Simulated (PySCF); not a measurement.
Working out the ionisation energy of C

C [He] 2s2 2p2 (3P) → C⁺ [He] 2s2 2p1 (2P). Calculation: PySCF 2.14, in def2-SVP (3s2p1d, 14 functions); the non-relativistic Hamiltonian (point nucleus). Frozen: 1s2. Energies in hartree (1 hartree = 27.21139 eV):

| part | C (lower) | C⁺ (upper) |
| --- | --- | --- |
| UHF | -37.645230 | -37.244191 |
| CCSD correlation | -0.069166 | -0.066659 |
| (T) | -0.001010 | -0.000737 |

Q: What does Hartree-Fock give?

A: (-37.244191) − (-37.645230) = 0.401039 hartree = 10.913 eV.

Q: What do CCSD and CCSD(T) give?

A: The CCSD correlation energies differ by 0.002507 hartree = 0.068 eV and the triples by 0.000273 hartree = 0.007 eV, so CCSD gives 10.981 eV and CCSD(T) 10.988 eV.

Measured between the centres of the two terms (NIST): 11.262 eV, so CCSD(T) (valence) is off by -0.274 eV.

A double-zeta basis recovers only part of the correlation energy.

What remains against the reference includes basis incompleteness, the frozen core and higher excitations.
